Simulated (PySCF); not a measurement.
**2 × ammonia**

A gas-phase complex of 2 × ammonia; neutral, singlet. The structure comes from a short search (a few tight-binding starts) and was relaxed by PBE0-D3(BJ)/def2-SVPD; another way of binding may lie lower. No frequency run checks that it is a minimum.

```
part     name  SMILES  atoms  charge  multiplicity
   1  ammonia       N    1–4       0             1
   2  ammonia       N    5–8       0             1
```

Coordinates in Å:
```
N1     -0.052   -0.080    0.187
H2     -0.413   -0.748   -0.488
H3     -0.337    0.845   -0.123
H4      0.962   -0.117    0.138
N5     -1.635   -0.816    2.906
H6     -1.072   -0.574    2.087
H7     -1.694    0.017    3.486
H8     -1.107   -1.501    3.440
```

Contacts between parts, classed by geometry: H6···N1 2.212 Å (hydrogen bond, 174°).

Interaction energies are complex less parts, with the parts frozen as they stand in it; counterpoise-corrected, in kcal/mol (PySCF). The CCSD(T) estimate is Hartree-Fock/aug-cc-pVTZ, plus the MP2 correlation part extrapolated as X⁻³ from aug-cc-pVDZ and aug-cc-pVTZ, plus CCSD(T) less MP2 in aug-cc-pVDZ; noble-gas cores are frozen. It isn't the exact limit.

Task: Give the interaction energy at each level run.

Result: 
| level | interaction | superposition error removed |
| --- | --- | --- |
| Hartree-Fock/aug-cc-pVTZ | -1.29 | - |
| MP2/aug-cc-pVTZ | -2.87 | -0.33 |
| CCSD(T), estimated basis limit | -2.94 | - |

Task: What holds them together? Decompose the MP2/aug-cc-pVTZ energy: frozen parts, their antisymmetrised product, then relaxation.

Result: electrostatic -5.9, Pauli repulsion +6.3, orbital relaxation -1.8, correlation -1.9 kcal/mol, which sum to the value before the counterpoise correction, the first three by Hartree-Fock. Of the attraction, 62 % is electrostatic, 20 % is correlation, 19 % is orbital relaxation.
